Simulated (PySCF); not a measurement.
propene (C3H6), SMILES C=CC. Atoms are numbered in the order given.

```xyz
9

C     -0.1633     1.2269     0.0000
C      0.4541    -0.1314     0.0000
C     -0.2199    -1.2763     0.0000
H      0.1524     1.8017     0.8769
H      0.1524     1.8017    -0.8769
H     -1.2536     1.1701     0.0000
H      1.5429    -0.1629     0.0000
H     -1.3060    -1.2917     0.0000
H      0.2871    -2.2342     0.0000
```

Geometry optimised at r2SCAN-D4/def2-TZVP.

Computed with PBE/pcJ-1 run with PySCF.

Isotropic couplings with Fermi-contact, spin-dipole and both spin-orbit terms, one fixed conformer, no vibrational averaging. Isotopes: 13C, 1H.

```tsv
pair	bonds apart	J (Hz)
C1–C2	1	38.7
C1–H4	1	119.8
C1–H5	1	119.8
C1–H6	1	121.9
C2–C3	1	72.4
C2–H7	1	144.8
C3–H8	1	(withheld)
C3–H9	1	(withheld)
C1–C3	2	(withheld)
C1–H7	2	6.4
C2–H4	2	(withheld)
C2–H5	2	(withheld)
C2–H6	2	(withheld)
C2–H8	2	(withheld)
C2–H9	2	(withheld)
C3–H7	2	(withheld)
H4–H5	2	-17.9
H4–H6	2	-11.9
H5–H6	2	-11.9
H8–H9	2	2.2
C1–H8	3	8.1
C1–H9	3	12.7
C3–H4	3	(withheld)
C3–H5	3	(withheld)
C3–H6	3	(withheld)
H4–H7	3	3.6
H5–H7	3	3.6
H6–H7	3	12.7
H7–H8	3	16.4
H7–H9	3	10.0
H4–H8	4	-2.8
H4–H9	4	-2.4
H5–H8	4	-2.8
H5–H9	4	-2.4
H6–H8	4	-0.4
H6–H9	4	-0.3
```

Task: What belongs in the gaps? (The exact figures need the calculation; the answer reports its results.)

Result: 
- C3–H8, J (Hz): 148.5
- C3–H9, J (Hz): 152.8
- C1–C3, J (Hz): 1.3
- C2–H4, J (Hz): -6.1
- C2–H5, J (Hz): -6.1
- C2–H6, J (Hz): -3.9
- C2–H8, J (Hz): -1.0
- C2–H9, J (Hz): 0.4
- C3–H7, J (Hz): 2.0
- C3–H4, J (Hz): 6.2
- C3–H5, J (Hz): 6.2
- C3–H6, J (Hz): 7.4
